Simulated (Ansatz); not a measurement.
in.yaml

```yaml
crystal:
  periodic: [false, false, false]
  atoms:
    - {symbol: B, position_ang: [0.000000, 0.000000, 1.161922]}
    - {symbol: Al, position_ang: [0.000000, 0.000000, -0.968077]}
    - {symbol: H, position_ang: [0.000000, 0.000000, 2.345010]}
    - {symbol: H, position_ang: [0.000000, 0.000000, -2.538856]}
basis:
  gaussian: {orbitals: STO-3G}
magnetization: {spin_polarized: false, initial_magnetization: 2}
correlation: {method: bccd_t, electrons: outside_noble_gas}
accuracy: high
```

```sh
$ ansatz run in.yaml --threads 1 --pin off --events-out ev --progress --plain --max-ram 2393MiB
```

The program prints:

```
262 factors; integrals over basis functions are off by at most 8.2e-9 eV
mean field evaluation 1: about -7189.6666 eV, gradient 1.9e1 eV
mean field evaluation 2: about -7189.6614 eV, gradient 1.9e1 eV
mean field evaluation 4: about -7191.4924 eV, gradient 4.8e0 eV
mean field evaluation 8: about -7191.6472 eV, gradient 1.0e-2 eV
mean field evaluation 16: about -7191.5060 eV, gradient 4.8e0 eV
mean field evaluation 32: about -7190.2309 eV, gradient 1.1e0 eV
mean field evaluation 64: about -7190.2309 eV, gradient 1.1e0 eV
mean field evaluation 96: about -7190.2478 eV, gradient 6.2e-2 eV
mean field evaluation 128: about -7190.2509 eV, gradient 1.3e-1 eV
mean field evaluation 160: about -7187.6810 eV, gradient 3.1e-4 eV
...
cycle  16  -2.88518047 eV  change    6.7e-8 eV  update   4.9e-8
cycle  17  -2.88518003 eV  change    4.4e-7 eV  update   1.1e-7
cycle  18  -2.88517986 eV  change    1.6e-7 eV  update   6.4e-8
cycle  19  -2.88517985 eV  change    1.2e-8 eV  update   3.8e-8
cycle  20  -2.88517984 eV  change    1.1e-8 eV  update   2.4e-8
cycle  21  -2.88517984 eV  change  -7.9e-11 eV  update   1.4e-8
cycle  22  -2.88517984 eV  change   -1.4e-9 eV  update   6.8e-9
cycle  23  -2.88517985 eV  change   -2.6e-9 eV  update   3.2e-9
cycle  24  -2.88517985 eV  change  -9.5e-10 eV  update   1.5e-9
cycle  25  -2.88517985 eV  change   5.3e-10 eV  update  5.1e-10
perturbative correction -0.09460944 eV, -0.0034768327 hartree
Total energy: -7194.62533047 eV, -264.3976042025 hartree
```

Ran on 1 thread of Arm Neoverse V2, shared host: 0.66 s wall, 0.15 GiB peak host memory.
